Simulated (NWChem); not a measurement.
# BCl (SMILES [B]Cl) at 6 levels

Wanted: a comparison of 6 runs (HF/def2-SVP, B3LYP/STO-3G, PBE0/def2-SVP, B3LYP/def2-TZVPPD, PBE/def2-TZVPPD, r2SCAN/def2-TZVPPD) of BCl. 

Program for the calculation: NWChem 7.3.0.

4 further runs of the same task are left out: 4 set aside as unsound or not needed. Runs told in other sessions of the task aren't counted.

## Step 1: Starting point

BCl: 2 atoms, total charge 0, spin state singlet. SMILES: `[B]Cl`. Geometry: relaxed at PBE0-D4/def2-TZVP.

Bond lengths: B1–Cl2 1.718 Å.

## Step 2: Energy and gradient at HF/def2-SVP (run 1)

Contents of calc.nw:

```
echo
start calc
title "BCl"
memory total 2200 mb

geometry units angstrom noautosym nocenter noautoz
B     0.000000    0.000000   -0.069660
Cl    0.000000    0.000000    1.648190
end

basis spherical bse
* library def2-SVP
end

scf
thresh 1e-08
maxiter 80
noprint "final vectors analysis"
end

task scf gradient
```

On the command line:

```console
nwchem calc.nw > calc.out
```

The program printed:

```text
[...]
  functions       =    32
[...]
  wavefunction    = RHF
[...]
         Total SCF energy =   -483.961727039506
      One-electron energy =   -718.983304761691
      Two-electron energy =    208.837646549512
 Nuclear repulsion energy =     26.183931172672
        Time for solution =      0.7s
[...]
                         RHF ENERGY GRADIENTS
    atom               coordinates                        gradient
                 x          y          z           x          y          z
   1 B       0.000000   0.000000  -0.131638   -0.000000  -0.000000  -0.000730
   2 Cl      0.000000   0.000000   3.114627    0.000000   0.000000   0.000730
[...]
```

Run time: 1.5 s. Hardware: 1 thread of Intel Xeon 6975P-C (Granite Rapids), shared host; peak memory 0.1 GiB.

## Step 3: Energy and forces at B3LYP/STO-3G (run 2)

Contents of bcl.nw:

```
START bcl
memory 2200 mb

GEOMETRY units angstrom noautosym nocenter noautoz
  B      0.000000     0.000000    -0.069660
  Cl     0.000000     0.000000     1.648190
END

BASIS spherical bse
  * library STO-3G
END

DFT
  xc b3lyp
  grid xfine
  convergence energy 1e-08
  maxiter 100
  mulliken
  print low
END

TASK dft gradient
```

On the command line:

```console
nwchem bcl.nw > bcl.out
```

The program printed:

```text
[...]
 d= 0,ls=0.0,diis     1   -479.5670467354 -5.06D+02  1.00D-01  1.69D-01     0.1
[...]
 d= 0,ls=0.0,diis     6   -479.6124125279 -1.54D-09  7.18D-07  2.53D-11     0.5
         Total DFT energy =     -479.612412527894
      One electron energy =     -713.835600577176
           Coulomb energy =      240.286744599379
    Exchange-Corr. energy =      -32.247487722769
 Nuclear repulsion energy =       26.183931172672
[...]
      Total Density - Mulliken Population Analysis
     ---------------------------------------------
    Atom       Charge   Shell Charges
 -----------   ------   -------------------------------------------------------
    1 B    5     4.85   2.00  1.84  1.01
    2 Cl  17    17.15   2.00  2.00  5.98  1.97  5.20
[...]
                         DFT ENERGY GRADIENTS
    atom               coordinates                        gradient
                 x          y          z           x          y          z
   1 B       0.000000   0.000000  -0.131638   -0.000000   0.000000   0.047533
   2 Cl      0.000000   0.000000   3.114627    0.000000  -0.000000  -0.047533
 Task  times  cpu:        0.7s     wall:        0.7s
 Total times  cpu:        0.7s     wall:        0.7s
```

Wall time 1.3 s (1 thread of Intel Xeon 6975P-C (Granite Rapids), shared host); peak memory 0.12 GiB.

Runs 3 to 5 aren't shown in full; the table further down has their settings and results.

## Step 4: Energy and gradient at r2SCAN/def2-TZVPPD (run 6)

Contents of run.py:

```python
from ase import Atoms
from ase.calculators.nwchem import NWChem

atoms = Atoms(['B', 'Cl'], positions=[
    [-0.000000, -0.000000, -0.069660],
    [0.000000, 0.000000, 1.648190],
])

calc = NWChem(
    label='bcl',
    theory='dft',
    memory='2200 mb',
    basis='def2-TZVPPD',
    basispar='spherical bse',
    dft={'xc': 'r2scan', 'mult': '1', 'grid': 'xfine', 'convergence': 'energy 1e-08', 'iterations': '100', 'mulliken': None},
)
atoms.calc = calc

forces = atoms.get_forces()
print("Total energy (eV):", round(atoms.get_potential_energy(), 6))
print("forces (eV/A):")
for s, f in zip(atoms.symbols, forces):
    print(f"{s:2s} {f[0]:10.5f} {f[1]:10.5f} {f[2]:10.5f}")
print("dipole (e A):", atoms.get_dipole_moment().round(4))
```

On the command line:

```console
export ASE_NWCHEM_COMMAND="nwchem PREFIX.nwi > PREFIX.nwo"
python run.py
```

The program printed:

```text
Total energy (eV): -13196.178009
forces (eV/A):
B    -0.00000   -0.00000   -0.13750
Cl    0.00000    0.00000    0.13750
dipole (e A): [-0.      0.      0.3547]
```

The calculator wrote bcl.nwi:

```
title "bcl"

permanent_dir bcl

scratch_dir bcl

start bcl

geometry units angstrom nocenter noautosym noautoz
  B  -0.0000000000000000e+00 -0.0000000000000000e+00 -6.9660000000000000e-02
  Cl 0.0000000000000000e+00 0.0000000000000000e+00 1.6481900000000000e+00
end

memory 2200 mb

basis spherical bse noprint
   * library def2-TZVPPD
end

dft
  xc r2scan
  mult 1
  grid xfine
  convergence energy 1e-08
  iterations 100
  mulliken
end

task dft gradient
```

bcl.nwo:

```text
Northwest Computational Chemistry Package (NWChem) 7.3.0
             --------------------------------------------------------

           Job information
           ---------------

    nwchem branch   = 7.3.0
    use scalapack   = T
    input           = bcl.nwi
    prefix          = bcl.
    data base       = bcl/bcl.db
    status          = startup
    nproc           =        1

           Memory information
           ------------------

[... 5 lines left out ...]
    hardfail = no
[... 71 lines left out ...]
  convergence criterion.
[... 38 lines left out ...]
          Spatial weights used:  Erf1
[... 32 lines left out ...]
 1-e energy   =    -719.227050
[... 49 lines left out ...]
           Coulomb energy =      240.474627471627
[... 722 lines left out ...]
          Convergence on density requested:  1.00D-05
[... 24 lines left out ...]
          total energy or number of iterations.
[... 33 lines left out ...]
                 ----------------------------------------
                 |  Time  |  1-e(secs)   |  2-e(secs)   |
                 ----------------------------------------
                 |  CPU   |       0.00   |       3.35   |
                 ----------------------------------------
                 |  WALL  |       0.00   |       3.35   |
                 ----------------------------------------

 Task  times  cpu:       15.0s     wall:       15.0s
 Total times  cpu:       15.0s     wall:       15.0s
```

Wall time 16 s (1 thread of Intel Xeon 6975P-C (Granite Rapids), shared host); peak memory 0.13 GiB.

## Step 5: Overview of the runs

| run | level | iteration cap | module | energy (Eh) | dipole moment (D) | largest force (eV/Å) | wall time |
| --- | --- | --- | --- | --- | --- | --- | --- |
| 1 | HF/def2-SVP | 80 | scf | -483.961727 | 1.54 | 0.038 | 1.5 s |
| 2 | B3LYP/STO-3G | 100 | dft | -479.612413 | – | 2.444 | 1.3 s |
| 3 | PBE0/def2-SVP | 100 | dft | -484.625563 | 1.78 | 0.034 | 2.2 s |
| 4 | B3LYP/def2-TZVPPD | 100 | dft | -485.021467 | 1.60 | 0.087 | 14 s |
| 5 | PBE/def2-TZVPPD | 100 | dft | -484.772369 | 1.69 | 0.294 | 13 s |
| 6 | r2SCAN/def2-TZVPPD | 100 | dft | -484.950601 | 1.70 | 0.138 | 16 s |

## Step 6: What came out

```
                       quantity          value
            run 6: total energy  -484.95060 Eh
           run 6: dipole moment         1.70 D
             run 6: HOMO energy       -6.50 eV
             run 6: LUMO energy       -2.71 eV
           run 6: HOMO–LUMO gap        3.79 eV
run 6: largest force on an atom     0.138 eV/Å
```

What this shows: Over runs 1, 3, 4, 5, 6 the dipole moment (its size) runs from 1.54 D (HF/def2-SVP) to 1.78 D (PBE0/def2-SVP). Over runs 4, 5, 6 the HOMO–LUMO gap runs from 3.30 eV (PBE/def2-TZVPPD) to 5.12 eV (B3LYP/def2-TZVPPD). Totals of different functionals can't be ranked against each other. In run 2 the basis is minimal, so the values are rough. All runs together took 47 s, the longest 16 s.
